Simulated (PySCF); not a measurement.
# N₃H₄+, a complex of two parts: interaction energy, part 2 of 3

PySCF 2.14.0. Atoms count from 0, parts from 1. The steps go on from the part before.

## (5) Coupled-cluster interaction energy: CCSD(T) and MP2, 2.18 Å

The job: settings as JSON, then the geometry in Å.

```
{"job": {"kind": "intercc", "basis": "aug-cc-pVDZ", "basis_mid": "aug-cc-pVTZ", "basis_large": "aug-cc-pVQZ"}, "charge": 1, "multiplicity": 1, "parts": [{"atoms": "0-4", "charge": 1, "multiplicity": 1}, {"atoms": "5-6", "charge": 0, "multiplicity": 1}]}
N     -0.109372    -0.081270    -0.018608
H     -0.581881    -0.900826    -0.406382
H     -0.553073     0.766125    -0.379444
H     -0.190899    -0.096436     1.000518
H      0.890718    -0.095699    -0.283141
N      4.099454    -0.191903    -0.903594
N      3.030416    -0.159342    -0.701691
```

Method: CCSD(T)/aug-cc-pVDZ and MP2/aug-cc-pVTZ, aug-cc-pVQZ counterpoise interaction energy, frozen core, gas phase.

The program printed:

```text
part 1, own basis, geometry of the cluster: E = -56.5639522572 (as before)

part 2, own basis, geometry of the cluster: E = -108.9861884487 (as before)

part 1, own basis, relaxed alone: E = -56.5642290072 (as before)

part 2, own basis, relaxed alone: E = -108.9860439633 (as before)

cluster
final grid: 5672 points
cycle   1  E = -165.5551691089  dE = -4.762e-03  |g| = 7.671e-02  |ddm| = 1.397e+00
cycle   2  E = -165.5556284064  dE = -4.593e-04  |g| = 6.726e-02  |ddm| = 2.165e-01
cycle   3  E = -165.5564730941  dE = -8.447e-04  |g| = 7.592e-03  |ddm| = 6.992e-02
cycle   4  E = -165.5565031155  dE = -3.002e-05  |g| = 7.870e-04  |ddm| = 3.814e-02
cycle   5  E = -165.5565034238  dE = -3.083e-07  |g| = 2.147e-04  |ddm| = 2.925e-03
cycle   6  E = -165.5565034388  dE = -1.504e-08  |g| = 6.036e-05  |ddm| = 4.818e-04
cycle   7  E = -165.5565034398  dE = -1.023e-09  |g| = 1.539e-05  |ddm| = 1.840e-04
cycle   8  E = -165.5565034399  dE = -6.190e-11  |g| = 4.418e-06  |ddm| = 3.216e-05
converged SCF energy = -165.5565034399

part 1 in the basis of the cluster
final grid: 5672 points
cycle   1  E = -56.5639691059  dE = -1.763e-05  |g| = 7.630e-04  |ddm| = 3.054e-01
cycle   2  E = -56.5639692390  dE = -1.330e-07  |g| = 7.217e-05  |ddm| = 2.536e-02
cycle   3  E = -56.5639692404  dE = -1.435e-09  |g| = 5.820e-06  |ddm| = 2.730e-03
cycle   4  E = -56.5639692404  dE = -6.409e-12  |g| = 2.241e-06  |ddm| = 6.915e-05
converged SCF energy = -56.5639692404

part 2 in the basis of the cluster
final grid: 5672 points
cycle   1  E = -108.9863513771  dE = -1.624e-04  |g| = 2.189e-03  |ddm| = 1.301e+00
cycle   2  E = -108.9863528331  dE = -1.456e-06  |g| = 2.617e-04  |ddm| = 1.038e-01
cycle   3  E = -108.9863528613  dE = -2.826e-08  |g| = 3.974e-05  |ddm| = 1.282e-02
cycle   4  E = -108.9863528617  dE = -4.040e-10  |g| = 2.869e-05  |ddm| = 6.367e-04
converged SCF energy = -108.9863528617

Interaction energy (kcal/mol)
  counterpoise       -5.592
  uncorrected        -6.067
  dispersion part     0.000
  deformation         0.160
  binding            -5.432

Decomposition of the uncorrected value (kcal/mol)
  electrostatic      -3.195
  Pauli               3.027
  orbital            -3.826
  dispersion          0.000
  correlation        -2.074

Charge of each part in the cluster: 0.985 0.015
part 1, own basis, geometry of the cluster: E = -56.5677495629 (as before)

part 2, own basis, geometry of the cluster: E = -108.9931029397 (as before)

part 1, own basis, relaxed alone: E = -56.5680340416 (as before)

part 2, own basis, relaxed alone: E = -108.9929499144 (as before)

cluster
final grid: 5672 points
cycle   1  E = -165.5658006723  dE = -4.688e-03  |g| = 7.680e-02  |ddm| = 1.106e+00
cycle   2  E = -165.5662660688  dE = -4.654e-04  |g| = 6.745e-02  |ddm| = 1.740e-01
cycle   3  E = -165.5671126970  dE = -8.466e-04  |g| = 7.657e-03  |ddm| = 7.096e-02
cycle   4  E = -165.5671433015  dE = -3.060e-05  |g| = 8.124e-04  |ddm| = 2.799e-02
cycle   5  E = -165.5671436194  dE = -3.179e-07  |g| = 2.234e-04  |ddm| = 2.846e-03
cycle   6  E = -165.5671436359  dE = -1.649e-08  |g| = 6.283e-05  |ddm| = 5.560e-04
cycle   7  E = -165.5671436370  dE = -1.096e-09  |g| = 1.681e-05  |ddm| = 1.484e-04
cycle   8  E = -165.5671436371  dE = -7.290e-11  |g| = 4.771e-06  |ddm| = 3.309e-05
converged SCF energy = -165.5671436371

part 1 in the basis of the cluster
final grid: 5672 points
cycle   1  E = -56.5677534747  dE = -5.055e-06  |g| = 3.821e-04  |ddm| = 3.546e-01
cycle   2  E = -56.5677535044  dE = -2.972e-08  |g| = 3.192e-05  |ddm| = 2.881e-02
cycle   3  E = -56.5677535047  dE = -2.644e-10  |g| = 1.506e-06  |ddm| = 2.892e-03
converged SCF energy = -56.5677535047

part 2 in the basis of the cluster
final grid: 5672 points
cycle   1  E = -108.9931458194  dE = -4.227e-05  |g| = 1.091e-03  |ddm| = 9.282e-01
cycle   2  E = -108.9931461771  dE = -3.576e-07  |g| = 1.130e-04  |ddm| = 7.848e-02
cycle   3  E = -108.9931461823  dE = -5.212e-09  |g| = 7.807e-06  |ddm| = 8.560e-03
cycle   4  E = -108.9931461823  dE = -2.487e-11  |g| = 3.295e-06  |ddm| = 3.309e-04
converged SCF energy = -108.9931461823

Interaction energy (kcal/mol)
  counterpoise       -5.672
  uncorrected        -5.920
  dispersion part     0.000
  deformation         0.161
  binding            -5.511

Decomposition of the uncorrected value (kcal/mol)
  electrostatic      -3.163
  Pauli               2.999
  orbital            -3.785
  dispersion          0.000
  correlation        -1.972

Charge of each part in the cluster: 0.985 0.015
part 1 in the basis of the cluster: E(HF) = -56.547553627  E2 = -0.192535128  E(CCSD corr) = -0.210412990  (T) = -0.004395013
part 2 in the basis of the cluster: E(HF) = -108.961802997  E2 = -0.315088156  E(CCSD corr) = -0.318379618  (T) = -0.013189924
cluster: E(HF) = -165.515247575  E2 = -0.510220930  E(CCSD corr) = -0.530885177  (T) = -0.017939443

Counterpoise interaction energy (kcal/mol)
  hf_small                  -3.697
  mp2_small                 -5.327
  ccsd_small                -5.010
  ccsdt_small               -5.232
  hf_large                  -3.918
  mp2_large                 -5.672
  hf_middle                 -3.879
  mp2_middle                -5.592
  scs_mp2_large             -5.389
  mp2_limit                 -5.701
  ccsdt_less_mp2             0.095
  ccsdt_limit_estimate      -5.606
  bsse_mp2_large             0.248
```

It took 2.8 min on 1 thread of Arm Neoverse N1, shared host; peak memory 1.5 GiB.

Contacts at this geometry (a selection, picked against the atoms' radii; other short pairs can be missing):

| atoms | distance (Å) | kind (by distance and angle) | angle (°) |
| --- | --- | --- | --- |
| H4···N6 | 2.18 | hydrogen bond | 176 |

Differences are taken before rounding.

| method | interaction energy (kcal/mol) | from CCSD(T), limit estimate (kcal/mol) |
| --- | --- | --- |
| HF/aug-cc-pVDZ | -3.70 | +1.91 |
| MP2/aug-cc-pVDZ | -5.33 | +0.28 |
| CCSD/aug-cc-pVDZ | -5.01 | +0.60 |
| CCSD(T)/aug-cc-pVDZ | -5.23 | +0.37 |
| HF/aug-cc-pVQZ | -3.92 | +1.69 |
| MP2/aug-cc-pVQZ | -5.67 | -0.07 |
| SCS-MP2/aug-cc-pVQZ | -5.39 | +0.22 |
| MP2, extrapolated | -5.70 | -0.09 |
| CCSD(T), limit estimate | -5.61 | 0 |

These energies keep the parts at their geometry in the cluster; deforming them to it costs 0.16 kcal/mol (MP2).

## (6) Coupled-cluster interaction energy: CCSD(T) and MP2, 1.88 Å

Same as in step 5 but for these lines:

```diff
@@ -6,3 +6,3 @@
 H      0.890718    -0.095699    -0.283141
-N      4.099454    -0.191903    -0.903594
-N      3.030416    -0.159342    -0.701691
+N      3.807677    -0.183224    -0.846519
+N      2.738639    -0.150663    -0.644616
```

With the program's defaults for keys left out, this is: CCSD(T)/aug-cc-pVDZ and MP2/aug-cc-pVTZ, aug-cc-pVQZ counterpoise interaction energy, frozen core, gas phase.

The program printed:

```text
part 1, own basis, geometry of the cluster: E = -56.5639522572 (as before)

part 2, own basis, geometry of the cluster: E = -108.9861884487 (as before)

part 1, own basis, relaxed alone: E = -56.5642290072 (as before)

part 2, own basis, relaxed alone: E = -108.9860439633 (as before)

cluster
final grid: 5672 points
cycle   1  E = -165.5526879459  dE = -8.973e-03  |g| = 9.471e-02  |ddm| = 1.424e+00
cycle   2  E = -165.5535175640  dE = -8.296e-04  |g| = 8.174e-02  |ddm| = 2.594e-01
cycle   3  E = -165.5547708819  dE = -1.253e-03  |g| = 1.063e-02  |ddm| = 8.643e-02
cycle   4  E = -165.5548267571  dE = -5.588e-05  |g| = 1.158e-03  |ddm| = 4.742e-02
cycle   5  E = -165.5548274149  dE = -6.578e-07  |g| = 2.902e-04  |ddm| = 4.126e-03
cycle   6  E = -165.5548274435  dE = -2.857e-08  |g| = 6.881e-05  |ddm| = 7.105e-04
cycle   7  E = -165.5548274449  dE = -1.402e-09  |g| = 1.974e-05  |ddm| = 2.184e-04
cycle   8  E = -165.5548274450  dE = -1.036e-10  |g| = 5.977e-06  |ddm| = 4.348e-05
converged SCF energy = -165.5548274450

part 1 in the basis of the cluster
final grid: 5672 points
cycle   1  E = -56.5639797612  dE = -2.927e-05  |g| = 9.737e-04  |ddm| = 4.890e-01
cycle   2  E = -56.5639799414  dE = -1.802e-07  |g| = 8.285e-05  |ddm| = 4.302e-02
cycle   3  E = -56.5639799431  dE = -1.692e-09  |g| = 7.019e-06  |ddm| = 4.527e-03
cycle   4  E = -56.5639799431  dE = -8.924e-12  |g| = 2.651e-06  |ddm| = 1.321e-04
converged SCF energy = -56.5639799431

part 2 in the basis of the cluster
final grid: 5672 points
cycle   1  E = -108.9863958445  dE = -2.068e-04  |g| = 2.646e-03  |ddm| = 1.241e+00
cycle   2  E = -108.9863978376  dE = -1.993e-06  |g| = 3.128e-04  |ddm| = 1.096e-01
cycle   3  E = -108.9863978759  dE = -3.821e-08  |g| = 4.051e-05  |ddm| = 1.403e-02
cycle   4  E = -108.9863978763  dE = -4.375e-10  |g| = 2.766e-05  |ddm| = 6.793e-04
converged SCF energy = -108.9863978763

Interaction energy (kcal/mol)
  counterpoise       -5.551
  uncorrected        -6.185
  dispersion part     0.000
  deformation         0.160
  binding            -5.391

Decomposition of the uncorrected value (kcal/mol)
  electrostatic      -5.358
  Pauli               9.390
  orbital            -6.973
  dispersion          0.000
  correlation        -3.244

Charge of each part in the cluster: 0.972 0.028
part 1, own basis, geometry of the cluster: E = -56.5677495629 (as before)

part 2, own basis, geometry of the cluster: E = -108.9931029397 (as before)

part 1, own basis, relaxed alone: E = -56.5680340416 (as before)

part 2, own basis, relaxed alone: E = -108.9929499144 (as before)

cluster
final grid: 5672 points
cycle   1  E = -165.5632834010  dE = -8.778e-03  |g| = 9.479e-02  |ddm| = 1.323e+00
cycle   2  E = -165.5641139439  dE = -8.305e-04  |g| = 8.202e-02  |ddm| = 2.118e-01
cycle   3  E = -165.5653713300  dE = -1.257e-03  |g| = 1.065e-02  |ddm| = 8.853e-02
cycle   4  E = -165.5654275794  dE = -5.625e-05  |g| = 1.188e-03  |ddm| = 3.650e-02
cycle   5  E = -165.5654282465  dE = -6.672e-07  |g| = 3.013e-04  |ddm| = 3.845e-03
cycle   6  E = -165.5654282775  dE = -3.096e-08  |g| = 7.150e-05  |ddm| = 7.956e-04
cycle   7  E = -165.5654282790  dE = -1.489e-09  |g| = 2.127e-05  |ddm| = 1.734e-04
cycle   8  E = -165.5654282791  dE = -1.173e-10  |g| = 6.397e-06  |ddm| = 4.153e-05
converged SCF energy = -165.5654282791

part 1 in the basis of the cluster
final grid: 5672 points
cycle   1  E = -56.5677548178  dE = -7.127e-06  |g| = 4.628e-04  |ddm| = 3.674e-01
cycle   2  E = -56.5677548581  dE = -4.036e-08  |g| = 3.779e-05  |ddm| = 2.881e-02
cycle   3  E = -56.5677548585  dE = -3.348e-10  |g| = 1.615e-06  |ddm| = 2.869e-03
converged SCF energy = -56.5677548585

part 2 in the basis of the cluster
final grid: 5672 points
cycle   1  E = -108.9931646759  dE = -6.103e-05  |g| = 1.404e-03  |ddm| = 1.098e+00
cycle   2  E = -108.9931652714  dE = -5.956e-07  |g| = 1.531e-04  |ddm| = 9.850e-02
cycle   3  E = -108.9931652813  dE = -9.890e-09  |g| = 1.082e-05  |ddm| = 1.160e-02
cycle   4  E = -108.9931652814  dE = -5.625e-11  |g| = 2.380e-06  |ddm| = 4.873e-04
converged SCF energy = -108.9931652814

Interaction energy (kcal/mol)
  counterpoise       -5.692
  uncorrected        -6.055
  dispersion part     0.000
  deformation         0.161
  binding            -5.532

Decomposition of the uncorrected value (kcal/mol)
  electrostatic      -5.342
  Pauli               9.324
  orbital            -6.854
  dispersion          0.000
  correlation        -3.183

Charge of each part in the cluster: 0.972 0.028
part 1 in the basis of the cluster: E(HF) = -56.547588138  E2 = -0.192609833  E(CCSD corr) = -0.210479951  (T) = -0.004401043
part 2 in the basis of the cluster: E(HF) = -108.961882855  E2 = -0.315421585  E(CCSD corr) = -0.318684562  (T) = -0.013224590
cluster: E(HF) = -165.513369963  E2 = -0.512058378  E(CCSD corr) = -0.532295865  (T) = -0.018180887

Counterpoise interaction energy (kcal/mol)
  hf_small                  -2.447
  mp2_small                 -4.974
  ccsd_small                -4.412
  ccsdt_small               -4.760
  hf_large                  -2.829
  mp2_large                 -5.692
  hf_middle                 -2.792
  mp2_middle                -5.551
  scs_mp2_large             -5.168
  mp2_limit                 -5.769
  ccsdt_less_mp2             0.214
  ccsdt_limit_estimate      -5.556
  bsse_mp2_large             0.363
```

Wall time 3 min (1 thread of Arm Neoverse N1, shared host); peak memory 1.5 GiB.

Contacts at this geometry (a selection, picked against the atoms' radii; other short pairs can be missing):

| atoms | distance (Å) | kind (by distance and angle) | angle (°) |
| --- | --- | --- | --- |
| H4···N6 | 1.88 | hydrogen bond | 176 |

Differences are taken before rounding.

| method | interaction energy (kcal/mol) | from CCSD(T), limit estimate (kcal/mol) |
| --- | --- | --- |
| HF/aug-cc-pVDZ | -2.45 | +3.11 |
| MP2/aug-cc-pVDZ | -4.97 | +0.58 |
| CCSD/aug-cc-pVDZ | -4.41 | +1.14 |
| CCSD(T)/aug-cc-pVDZ | -4.76 | +0.80 |
| HF/aug-cc-pVQZ | -2.83 | +2.73 |
| MP2/aug-cc-pVQZ | -5.69 | -0.14 |
| SCS-MP2/aug-cc-pVQZ | -5.17 | +0.39 |
| MP2, extrapolated | -5.77 | -0.21 |
| CCSD(T), limit estimate | -5.56 | 0 |

These energies keep the parts at their geometry in the cluster; deforming them to it costs 0.16 kcal/mol (MP2).

## (7) Coupled-cluster interaction energy: CCSD(T) and MP2, 2.48 Å

Same as in step 6 but for these lines:

```diff
@@ -6,3 +6,3 @@
 H      0.890718    -0.095699    -0.283141
-N      3.807677    -0.183224    -0.846519
-N      2.738639    -0.150663    -0.644616
+N      4.391231    -0.200581    -0.960669
+N      3.322193    -0.168020    -0.758766
```

Method: CCSD(T)/aug-cc-pVDZ and MP2/aug-cc-pVTZ, aug-cc-pVQZ counterpoise interaction energy, frozen core, gas phase.

The program printed:

```text
part 1, own basis, geometry of the cluster: E = -56.5639522572 (as before)

part 2, own basis, geometry of the cluster: E = -108.9861884487 (as before)

part 1, own basis, relaxed alone: E = -56.5642290072 (as before)

part 2, own basis, relaxed alone: E = -108.9860439633 (as before)

cluster
final grid: 5672 points
cycle   1  E = -165.5548917371  dE = -2.875e-03  |g| = 6.412e-02  |ddm| = 1.074e+00
cycle   2  E = -165.5551749278  dE = -2.832e-04  |g| = 5.662e-02  |ddm| = 1.824e-01
cycle   3  E = -165.5557719369  dE = -5.970e-04  |g| = 5.816e-03  |ddm| = 5.820e-02
cycle   4  E = -165.5557898140  dE = -1.788e-05  |g| = 5.789e-04  |ddm| = 3.179e-02
cycle   5  E = -165.5557899821  dE = -1.681e-07  |g| = 1.681e-04  |ddm| = 2.423e-03
cycle   6  E = -165.5557899909  dE = -8.859e-09  |g| = 5.203e-05  |ddm| = 3.707e-04
cycle   7  E = -165.5557899917  dE = -7.469e-10  |g| = 1.148e-05  |ddm| = 1.514e-04
converged SCF energy = -165.5557899917

part 1 in the basis of the cluster
final grid: 5672 points
cycle   1  E = -56.5639671527  dE = -1.576e-05  |g| = 7.397e-04  |ddm| = 2.262e-01
cycle   2  E = -56.5639672749  dE = -1.222e-07  |g| = 6.880e-05  |ddm| = 1.899e-02
cycle   3  E = -56.5639672761  dE = -1.250e-09  |g| = 5.780e-06  |ddm| = 2.062e-03
cycle   4  E = -56.5639672761  dE = -6.054e-12  |g| = 2.092e-06  |ddm| = 5.279e-05
converged SCF energy = -56.5639672761

part 2 in the basis of the cluster
final grid: 5672 points
cycle   1  E = -108.9863141500  dE = -1.254e-04  |g| = 1.881e-03  |ddm| = 1.003e+00
cycle   2  E = -108.9863153152  dE = -1.165e-06  |g| = 2.374e-04  |ddm| = 8.472e-02
cycle   3  E = -108.9863153394  dE = -2.427e-08  |g| = 3.402e-05  |ddm| = 1.160e-02
cycle   4  E = -108.9863153398  dE = -3.369e-10  |g| = 2.424e-05  |ddm| = 5.639e-04
converged SCF energy = -108.9863153398

Interaction energy (kcal/mol)
  counterpoise       -4.551
  uncorrected        -4.917
  dispersion part     0.000
  deformation         0.160
  binding            -4.391

Decomposition of the uncorrected value (kcal/mol)
  electrostatic      -2.126
  Pauli               0.948
  orbital            -2.368
  dispersion          0.000
  correlation        -1.371

Charge of each part in the cluster: 0.992 0.008
part 1, own basis, geometry of the cluster: E = -56.5677495629 (as before)

part 2, own basis, geometry of the cluster: E = -108.9931029397 (as before)

part 1, own basis, relaxed alone: E = -56.5680340416 (as before)

part 2, own basis, relaxed alone: E = -108.9929499144 (as before)

cluster
final grid: 5672 points
cycle   1  E = -165.5655307549  dE = -2.820e-03  |g| = 6.419e-02  |ddm| = 1.073e+00
cycle   2  E = -165.5658194616  dE = -2.887e-04  |g| = 5.676e-02  |ddm| = 1.479e-01
cycle   3  E = -165.5664175520  dE = -5.981e-04  |g| = 5.884e-03  |ddm| = 5.894e-02
cycle   4  E = -165.5664359250  dE = -1.837e-05  |g| = 5.955e-04  |ddm| = 2.149e-02
cycle   5  E = -165.5664360978  dE = -1.727e-07  |g| = 1.746e-04  |ddm| = 2.463e-03
cycle   6  E = -165.5664361075  dE = -9.777e-09  |g| = 5.407e-05  |ddm| = 4.378e-04
cycle   7  E = -165.5664361083  dE = -7.995e-10  |g| = 1.250e-05  |ddm| = 1.287e-04
converged SCF energy = -165.5664361083

part 1 in the basis of the cluster
final grid: 5672 points
cycle   1  E = -56.5677521945  dE = -3.834e-06  |g| = 3.324e-04  |ddm| = 4.049e-01
cycle   2  E = -56.5677522189  dE = -2.437e-08  |g| = 2.881e-05  |ddm| = 2.858e-02
cycle   3  E = -56.5677522191  dE = -2.226e-10  |g| = 1.246e-06  |ddm| = 2.532e-03
converged SCF energy = -56.5677522191

part 2 in the basis of the cluster
final grid: 5672 points
cycle   1  E = -108.9931306833  dE = -2.735e-05  |g| = 8.424e-04  |ddm| = 9.094e-01
cycle   2  E = -108.9931309057  dE = -2.225e-07  |g| = 8.668e-05  |ddm| = 7.299e-02
cycle   3  E = -108.9931309088  dE = -3.119e-09  |g| = 6.353e-06  |ddm| = 7.228e-03
cycle   4  E = -108.9931309088  dE = -1.191e-11  |g| = 4.432e-06  |ddm| = 2.452e-04
converged SCF energy = -108.9931309088

Interaction energy (kcal/mol)
  counterpoise       -4.592
  uncorrected        -4.756
  dispersion part     0.000
  deformation         0.161
  binding            -4.431

Decomposition of the uncorrected value (kcal/mol)
  electrostatic      -2.105
  Pauli               0.938
  orbital            -2.338
  dispersion          0.000
  correlation        -1.252

Charge of each part in the cluster: 0.992 0.008
part 1 in the basis of the cluster: E(HF) = -56.547510754  E2 = -0.192485903  E(CCSD corr) = -0.210369765  (T) = -0.004390282
part 2 in the basis of the cluster: E(HF) = -108.961729391  E2 = -0.314892904  E(CCSD corr) = -0.318194241  (T) = -0.013168041
cluster: E(HF) = -165.514601438  E2 = -0.509111023  E(CCSD corr) = -0.529987598  (T) = -0.017784315

Counterpoise interaction energy (kcal/mol)
  hf_small                  -3.364
  mp2_small                 -4.451
  ccsd_small                -4.258
  ccsdt_small               -4.399
  hf_large                  -3.485
  mp2_large                 -4.592
  hf_middle                 -3.456
  mp2_middle                -4.551
  scs_mp2_large             -4.439
  mp2_limit                 -4.601
  ccsdt_less_mp2             0.052
  ccsdt_limit_estimate      -4.549
  bsse_mp2_large             0.164
```

It took 2.7 min on 1 thread of Arm Neoverse N1, shared host; peak memory 1.5 GiB.

Contacts at this geometry (a selection, picked against the atoms' radii; other short pairs can be missing):

| atoms | distance (Å) | kind (by distance and angle) | angle (°) |
| --- | --- | --- | --- |
| H4···N6 | 2.48 | hydrogen bond | 176 |

Differences are taken before rounding.

| method | interaction energy (kcal/mol) | from CCSD(T), limit estimate (kcal/mol) |
| --- | --- | --- |
| HF/aug-cc-pVDZ | -3.36 | +1.18 |
| MP2/aug-cc-pVDZ | -4.45 | +0.10 |
| CCSD/aug-cc-pVDZ | -4.26 | +0.29 |
| CCSD(T)/aug-cc-pVDZ | -4.40 | +0.15 |
| HF/aug-cc-pVQZ | -3.48 | +1.06 |
| MP2/aug-cc-pVQZ | -4.59 | -0.04 |
| SCS-MP2/aug-cc-pVQZ | -4.44 | +0.11 |
| MP2, extrapolated | -4.60 | -0.05 |
| CCSD(T), limit estimate | -4.55 | 0 |

These energies keep the parts at their geometry in the cluster; deforming them to it costs 0.16 kcal/mol (MP2).

[end of part 2 of 3]
